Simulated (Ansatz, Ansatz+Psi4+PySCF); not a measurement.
```tsv
atom	x (Å)	y (Å)	z (Å)
Si	0.0000	0.0000	-0.8803
N	0.0000	0.0000	0.8803
```

Basis set: cc-pVTZ on N; cc-pV(T+d)Z on Si (spherical functions). Frozen core: 6 orbitals. Correlation on ROHF uses semicanonical orbitals with singles. Charge 0, multiplicity 2.

Computed with Ansatz (development build ahead of 0.2.0); the reference of a correlated method needn't be the lowest determinant of its kind.

The atomization energy at this shape (free ground-state atoms in the same class of orbitals less the molecule, no zero-point energy) of doublet SiN:

```csv
method,atomization energy
ROHF-CCSD(T),374.7 kJ/mol
UHF-BCCD(T),373.5 kJ/mol
```

Task: What does UHF-CCSD(T) give?

Result: 368.7 kJ/mol. Caution: the reference determinant was not shown to be the lowest; the shape is not the minimum. Caution for ROHF-CCSD(T): an unrestricted determinant lies well below. Caution for UHF-CCSD(T): another reference gives a lower total.
